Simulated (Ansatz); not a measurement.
Coupled-cluster run, `CCF`.

```yaml
crystal:
  periodic: [false, false, false]
  atoms:
    - {symbol: C, position_ang: [-0.431704, 0.566897, -0.264616]}
    - {symbol: C, position_ang: [0.378445, -0.599068, 0.230537]}
    - {symbol: F, position_ang: [1.663251, -0.186412, 0.546467]}
    - {symbol: H, position_ang: [-1.443942, 0.237403, -0.512615]}
    - {symbol: H, position_ang: [0.018600, 0.998532, -1.160387]}
    - {symbol: H, position_ang: [-0.500296, 1.343037, 0.499838]}
    - {symbol: H, position_ang: [0.464007, -1.381456, -0.529827]}
    - {symbol: H, position_ang: [-0.056262, -1.036035, 1.134802]}
basis:
  gaussian: {orbitals: def2-TZVPP}
correlation: {method: ccsd_t}
output: {orbitals: {seedname: orbitals}}
```

```sh
$ ansatz run in.yaml --threads 2 --pin off --events-out ev --progress --plain
```

Log, shortened:

```
Functional definition: HF
965 factors; integrals over basis functions are off by at most 1.2e-3 eV
mean field evaluation 1: about -4846.0136 eV, gradient 2.8e1 eV
mean field evaluation 2: about -4846.0166 eV, gradient 2.8e1 eV
mean field evaluation 4: about -4847.9008 eV, gradient 3.1e0 eV
mean field evaluation 8: about -4847.9273 eV, gradient 1.2e-4 eV
mean field -4847.92727361 eV, -178.1580412619 hartree, gradient 1.6e-6 eV, S^2 0.000000; 0 other end points of the search recorded, 0 dependent functions left out
3 core orbitals not correlated: weight in the atoms' cores, before any rotation towards them, 1.000 or more for the frozen orbitals, at most 0.000 for the correlated occupied ones
reference -4847.92727361 eV, -178.1580412619 hartree; 10, 10 occupied and 150, 150 virtual orbitals, 965 factors
second order -16.44268821 eV of doubles, -0.00000000 eV of singles
cycle   1  -16.76712895 eV  change   -3.2e-1 eV  update   7.6e-2
cycle   2  -17.11683175 eV  change   -3.5e-1 eV  update   2.2e-2
cycle   3  -17.19544386 eV  change   -7.9e-2 eV  update   1.0e-2
cycle   4  -17.19091055 eV  change    4.5e-3 eV  update   1.9e-3
cycle   5  -17.19064236 eV  change    2.7e-4 eV  update   7.1e-4
cycle   6  -17.19101852 eV  change   -3.8e-4 eV  update   1.9e-4
cycle   7  -17.19099893 eV  change    2.0e-5 eV  update   6.3e-5
cycle   8  -17.19097529 eV  change    2.4e-5 eV  update   1.9e-5
perturbative correction -0.55290921 eV, -0.0203190387 hartree
Total energy: -4865.67115810 eV, -178.8101169899 hartree
```

It took 9.5 s on 2 threads of a server CPU on a shared host, with 0.95 GiB of host memory at the peak.

The correlation energy is -17.744 eV, 3.1 % of it from (T); the T1 diagnostic reads 0.0097.
